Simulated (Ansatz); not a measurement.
# C5H6: small, medium and large basis sets

How large a basis does C5H6 need? Two functionals are run in growing sets.

Method: one geometry, several basis sets; program: Ansatz 0.2.0, Gaussian basis.

The runs, in order: PBE0-D4/def2-SVP; ωB97M-V/def2-SVP; PBE0-D4/def2-QZVPP; ωB97M-V/def2-QZVPP; the functionals' def2-TZVPP values are taken from earlier runs.

## Step 1: The relaxed structure

An earlier PBE0-D4 in a triple-zeta def2 set relaxation fixed the geometry.

SMILES `C#CC1CC1`, 11 atoms, charge 0, spin multiplicity 1.

Atoms are counted from 1 here; the program's logs count them from 0.

Bond lengths: C1–C2 1.202 Å, C1–H6 1.064 Å, C2–C3 1.431 Å, C3–C4 1.509 Å, C3–C5 1.509 Å, C3–H7 1.085 Å, C4–C5 1.489 Å, C4–H8 1.083 Å, C4–H9 1.082 Å, C5–H10 1.083 Å, C5–H11 1.082 Å. Angles: C2–C1–H6 179.9°, C1–C2–C3 179.8°, C2–C3–C4 119.7°, C2–C3–C5 119.7°, C2–C3–H7 114.7°, C4–C3–C5 59.2°, C4–C3–H7 116.2°, C5–C3–H7 116.2°, C3–C4–C5 60.4°, C3–C4–H8 117.0°, C3–C4–H9 116.7°, C5–C4–H8 118.6°, C5–C4–H9 118.1°, H8–C4–H9 115.1°, C3–C5–C4 60.4°, C3–C5–H10 117.0°, C3–C5–H11 116.7°, C4–C5–H10 118.6° and more.

As a file:

| atom | x (Å) | y (Å) | z (Å) |
| --- | --- | --- | --- |
| C1 | -0.8801 | 2.3306 | 0.1924 |
| C2 | -0.2545 | 1.3078 | 0.2733 |
| C3 | 0.4867 | 0.0877 | 0.3657 |
| C4 | -0.2426 | -1.2329 | 0.3498 |
| C5 | 0.5709 | -0.8280 | -0.8303 |
| H6 | -1.4329 | 3.2368 | 0.1224 |
| H7 | 1.3703 | 0.1397 | 0.9927 |
| H8 | 0.1367 | -2.0125 | 0.9979 |
| H9 | -1.3203 | -1.1925 | 0.2630 |
| H10 | 1.5164 | -1.3258 | -1.0034 |
| H11 | 0.0493 | -0.5109 | -1.7235 |

## Step 2: PBE0-D4 in def2-SVP

Contents of in.yaml:

```yaml
crystal:
  periodic: [false, false, false]
  atoms:
    - {symbol: C, position_ang: [-0.880067, 2.330649, 0.192422]}
    - {symbol: C, position_ang: [-0.254472, 1.307763, 0.273296]}
    - {symbol: C, position_ang: [0.486731, 0.087717, 0.365745]}
    - {symbol: C, position_ang: [-0.242616, -1.232858, 0.349777]}
    - {symbol: C, position_ang: [0.570938, -0.827979, -0.830303]}
    - {symbol: H, position_ang: [-1.432924, 3.236849, 0.122372]}
    - {symbol: H, position_ang: [1.370264, 0.139691, 0.992707]}
    - {symbol: H, position_ang: [0.136694, -2.012499, 0.997923]}
    - {symbol: H, position_ang: [-1.320279, -1.192543, 0.263036]}
    - {symbol: H, position_ang: [1.516437, -1.325844, -1.003425]}
    - {symbol: H, position_ang: [0.049283, -0.510944, -1.723538]}
basis:
  gaussian: {orbitals: def2-SVP}
hamiltonian: {xc: pbe0, dispersion: d4}
output: {orbitals: {seedname: orbitals}}
```

Launch:

```
ansatz run in.yaml --threads 4 --pin off --events-out ev --progress --plain --max-ram 10444MiB
```

Further steps of the session: ωB97M-V in def2-SVP; PBE0-D4 in def2-QZVPP; ωB97M-V in def2-QZVPP.

Before running them: what should the planned runs give, taken together? Wanted: PBE0-D4: double and triple zeta above quadruple; ωB97M-V: double and triple zeta above quadruple.

The runs gave:

| quantity | value |
| --- | --- |
| PBE0-D4: double and triple zeta above quadruple | 6.01, 0.29 eV |
| ωB97M-V: double and triple zeta above quadruple | 6.29, 0.27 eV |

What this shows: For PBE0-D4 the step from double to triple zeta gains 5.72 eV and the next only 0.29 eV. These are total energies; as a rule much of such shifts cancels in differences, which this series doesn't test. The LUMO of ωB97M-V is positive and keeps falling with the basis (3.19 to 1.90 eV): an unbound level that the basis holds in place.
